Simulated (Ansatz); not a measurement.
Relaxing cobalt (hcp)

Theory: DFT, r2SCAN, plane waves (500 eV) with PAW, scalar-relativistic in Ansatz 0.2.0. (PAW data from PBE, frozen cores regenerated.)

k-point mesh 14×14×8, Fermi-Dirac smearing 0.1 eV, no spin polarisation. Cell and atoms relax.

Starting structure:

```yaml
crystal:
  lattice:
    - [2.5070990085, 0.0, 0.0]
    - [-1.2535495042, 2.1712114311, 0.0]
    - [0.0, 0.0, 4.0686]
  atoms:
    - { symbol: Co, position: [0.3333333333, 0.6666666667, 0.25] }
    - { symbol: Co, position: [0.6666666667, 0.3333333333, 0.75] }
hamiltonian:
  xc: r2scan
  pseudopotentials:
    kind: paw
    azcp:
      Co: "pseudopotentials/Co.paw.azcp"
basis:
  ecutwfc: 500
  fft_grid_basis: typed
kpoints:
  mp_grid: { grid: [14, 14, 8], shift: [0, 0, 0] }
magnetization:
  spin_polarized: false
scf:
  occupations: { method: fermi_dirac, width: 0.1 }
relax:
  max_steps: 60
  f_tol: 0.01
  cell: {}
```

**Question.** What cell does the relaxation end in?

**Answer.** P6_3/mmc with a = 2.427 Å, c = 3.913 Å (c/a = 1.612); 9.98 Å³ per atom against 11.07 at the start (-9.9 %).

**Question.** How much energy does the relaxation gain?

**Answer.** 86.6 meV per atom.

Spin polarisation is off here; a magnetic state may lie lower.
